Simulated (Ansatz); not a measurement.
**BNH3 (quartet): wave-function methods side by side at distance B1–H4 along a hydrogen transfer = 1.194 Å, cc-pVDZ**

Aim: climb from Hartree-Fock through coupled cluster and multireference methods for BNH3 (quartet) at one geometry and basis, and see what each rung misses.

Program: Ansatz 0.2.0, Gaussian basis. Level of theory: cc-pVDZ, core rule «outside noble gas», up to 2 orbitals frozen. These are calculated values, not measurements.

The runs, in order: UHF; CCSD(T) on ROHF; CCSD(T) on UHF; BCCD(T) on ROHF; CISD; CCSDT(Q) on ROHF; CCSDT(Q) on UHF; CASSCF and MRCISD+Q, 5 electrons in 5 orbitals; CASSCF and NEVPT2, 5 electrons in 5 orbitals; CASSCF and NEVPT2, 11 electrons in 11 orbitals.

15 further runs of the same task are left out: 6 for a known fault of the program, 1 for a mislabelled method, 7 that didn't finish, 1 set aside as unsound or not needed.

### 1 The system

The geometry derives from fragments relaxed apart (PBE0/def2-TZVP) and kept rigid, so it is no stationary point. A hydrogen atom is moved between rigid fragments.

5 atoms, charge 0, spin multiplicity 4.

Atoms are counted from 1 here; the program's logs count them from 0.

Bond lengths: B1–H2 1.193 Å, B1–H3 1.193 Å, B1–H4 1.193 Å. Angles: H2–B1–H3 120.0°, H2–B1–H4 120.0°, H3–B1–H4 120.0°.

As a file:

```xyz
5

B    -1.28438    0.00000    0.00000
H    -1.88111    1.03357    0.00000
H    -1.88111   -1.03357    0.00000
H    -0.09091    0.00000    0.00000
N     1.26862    0.00000    0.00000
```

### 2 UHF

The input, in.yaml:

```yaml
crystal:
  periodic: [false, false, false]
  atoms:
    - {symbol: B, position_ang: [-1.284380, 0.000000, 0.000000]}
    - {symbol: H, position_ang: [-1.881114, 1.033571, 0.000000]}
    - {symbol: H, position_ang: [-1.881114, -1.033571, 0.000000]}
    - {symbol: H, position_ang: [-0.090915, 0.000000, 0.000000]}
    - {symbol: N, position_ang: [1.268620, 0.000000, 0.000000]}
basis:
  gaussian: {orbitals: cc-pVDZ}
magnetization: {spin_polarized: true, initial_magnetization: 3}
hamiltonian: {xc: hf}
output: {orbitals: {seedname: orbitals}}
```

Command:

```sh
> ansatz run in.yaml --threads 1 --pin off --events-out ev --progress --plain --max-ram 2393MiB
```

The runs that follow: CCSD(T) on ROHF; CCSD(T) on UHF; BCCD(T) on ROHF; CISD; CCSDT(Q) on ROHF; CCSDT(Q) on UHF; CASSCF and MRCISD+Q, 5 electrons in 5 orbitals; CASSCF and NEVPT2, 5 electrons in 5 orbitals; CASSCF and NEVPT2, 11 electrons in 11 orbitals.

Before running them: what should the planned runs give, taken together? Wanted: UCCSDT(Q) below the RHF energy; RMP2 from UCCSDT(Q); UMP2 from UCCSDT(Q); RCCSD from UCCSDT(Q); RCCSD(T) from UCCSDT(Q); UCCSD(T) from UCCSDT(Q); RCCSDT(Q) from UCCSDT(Q); NEVPT2 pair from UCCSDT(Q); NEVPT2 valence from UCCSDT(Q).

The runs gave:

```
                         quantity                                                   value
   UCCSDT(Q) below the RHF energy                                              -6.1712 eV
              RMP2 from UCCSDT(Q)                                             +1240.1 meV
              UMP2 from UCCSDT(Q)                                             +1221.7 meV
             RCCSD from UCCSDT(Q)                                              +120.2 meV
          RCCSD(T) from UCCSDT(Q)                                               +25.4 meV
          UCCSD(T) from UCCSDT(Q)                                               +23.9 meV
         RCCSDT(Q) from UCCSDT(Q)                                                +1.8 meV
       NEVPT2 pair from UCCSDT(Q)                                             +1230.2 meV
    NEVPT2 valence from UCCSDT(Q)                                             +1127.3 meV
levels within 1 kcal/mol (43 meV)  RCCSD(T), UCCSD(T), BCCD(T), RCCSDT, UCCSDT, RCCSDT(Q)
                    T1 diagnostic                                                   0.021
   effectively unpaired electrons                                                    3.01
```

**Reading.** RCCSD(T) lands +25.4 meV from the yardstick (0.4 % of the correlation energy). One determinant dominates. Of the multireference levels listed NEVPT2 valence comes nearest in total energy (+1127.3 meV), which doesn't show that its space is the better one. These misses are within one basis, not against nature; the frozen cores of restricted and unrestricted runs differ, which can shift their rows.
